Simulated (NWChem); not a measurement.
System: allene (C₃H₄); SMILES C=C=C

Excerpt of the output:

```
             Northwest Computational Chemistry Package (NWChem) 7.3.0
             --------------------------------------------------------

                             Geometry "geometry" -> ""
                             -------------------------

 Output coordinates in angstroms (scale by  1.889725989 to convert to a.u.)

  No.       Tag          Charge          X              Y              Z
 ---- ---------------- ---------- -------------- -------------- --------------
    1 C                    6.0000     0.00000000     0.00000000     1.31649200
    2 C                    6.0000     0.00000000     0.00000000     0.00000000
    3 C                    6.0000     0.00000000     0.00000000    -1.31649200
    4 H                    1.0000    -0.66625900     0.66625900     1.89086900
    5 H                    1.0000     0.66625900    -0.66625900     1.89086900
    6 H                    1.0000    -0.66625900    -0.66625900    -1.89086900
    7 H                    1.0000     0.66625900     0.66625900    -1.89086900

 Effective nuclear repulsion energy (a.u.)      58.5857781409

  xc_inp: hfexch multiplicative factor not found.

                                 NWChem DFT Module
                                 -----------------

 Summary of "ao basis" -> "ao basis" (spherical)
 ------------------------------------------------------------------------------
       Tag                 Description            Shells   Functions and Types
 ---------------- ------------------------------  ------  ---------------------
 C                          def2-svp                 6       14   3s2p1d
 H                          def2-svp                 3        5   2s1p

            General Information
            -------------------
          SCF calculation type: DFT
          Wavefunction type:  closed shell.
          No. of atoms     :     7
          No. of electrons :    22
           Alpha electrons :    11
            Beta electrons :    11
          Charge           :     0
          Spin multiplicity:     1
          Use of symmetry is: off; symmetry adaption is: off
          Maximum number of iterations: 150
          AO basis - number of functions:    62
                     number of shells:    30
          Convergence on energy requested:  1.00D-06
          Convergence on density requested:  1.00D-05
          Convergence on gradient requested:  5.00D-04

              XC Information
              --------------
                     Hartree-Fock (Exact) Exchange  1.000

      Superposition of Atomic Density Guess
      -------------------------------------

 Sum of atomic energies:        -114.87154762

      Non-variational initial energy
      ------------------------------

[...]

                                NWChem TDDFT Module
                                -------------------

            General Information
            -------------------
           No. of orbitals :     124
            Alpha orbitals :      62
             Beta orbitals :      62
        Alpha frozen cores :       0
         Beta frozen cores :       0
     Alpha frozen virtuals :       0
      Beta frozen virtuals :       0
         Spin multiplicity :       1
    Number of AO functions :      62
        Use of symmetry is : off
      Symmetry adaption is : off
         Schwarz screening :  0.10D-07

              XC Information
              --------------
              Hartree-Fock (Exact) Exchange   1.00

             TDDFT Information
             -----------------
          Calculation type : CIS
         Wavefunction type : Restricted singlets
          No. of electrons :      22
           Alpha electrons :      11
            Beta electrons :      11
              No. of roots :       6
          Max subspacesize :    5200
            Max iterations :     100
               Target root :       1
           Target symmetry : none
      Symmetry restriction : off
                 Algorithm : Optimal
        Davidson threshold :  0.10D-03

    6 smallest eigenvalue differences (eV)
--------------------------------------------------------
  No. Spin  Occ  Vir  Irrep   E(Occ)    E(Vir)   E(Diff)
--------------------------------------------------------
    1    1   11   12 a        -0.376     0.161    14.615
    2    1   11   13 a        -0.376     0.161    14.615
    3    1   10   12 a        -0.376     0.161    14.615
    4    1   10   13 a        -0.376     0.161    14.615
    5    1   11   14 a        -0.376     0.207    15.868
    6    1   10   14 a        -0.376     0.207    15.868
--------------------------------------------------------

  Entering Davidson iterations
  Restricted singlet excited states

  Iter   NTrls   NConv    DeltaV     DeltaE      Time
  ----  ------  ------  ---------  ---------  ---------
    1      6       0     0.20E+00   0.10+100        0.7
    2     12       0     0.50E-01   0.47E-01        0.7
    3     18       0     0.24E-01   0.47E-02        0.6
    4     24       0     0.14E-01   0.15E-02        0.6
    5     30       1     0.27E-02   0.17E-03        0.6
    6     35       2     0.85E-03   0.54E-05        0.4
    7     39       4     0.27E-03   0.56E-06        0.3
    8     41       6     0.97E-04   0.32E-07        0.3
  ----  ------  ------  ---------  ---------  ---------
  Convergence criterion met

  Ground state a        -115.776366510556 a.u.

  ----------------------------------------------------------------------------
  Root   1 singlet a              0.231965130 a.u.                6.3121 eV
  ----------------------------------------------------------------------------
     Transition Moments    X -0.00000   Y  0.00000   Z -0.00000
     Dipole Oscillator Strength                    0.0000000000
     Electric Quadrupole                           0.0000000000
     Magnetic Dipole                               0.0000026904
     Total Oscillator Strength                     0.0000026904

[...]
```

Level: Hartree-Fock/def2-SVP, CIS. The geometry was optimised at PBE-D3(BJ)/def2-SVP.

### Question
Write an input that gives this output.

### Answer
Several could match; the one computed here: the input that was run:
```
start job
memory heap 200 mb stack 900 mb global 1100 mb
geometry units angstroms noautosym nocenter noautoz
  C      0.000000     0.000000     1.316492
  C      0.000000     0.000000     0.000000
  C      0.000000     0.000000    -1.316492
  H     -0.666259     0.666259     1.890869
  H      0.666259    -0.666259     1.890869
  H     -0.666259    -0.666259    -1.890869
  H      0.666259     0.666259    -1.890869
end
basis spherical
  * library def2-svp
end
dft
  xc hfexch
  iterations 150
end
tddft
  cis
  nroots 6
  notriplet
end
task tddft energy
```
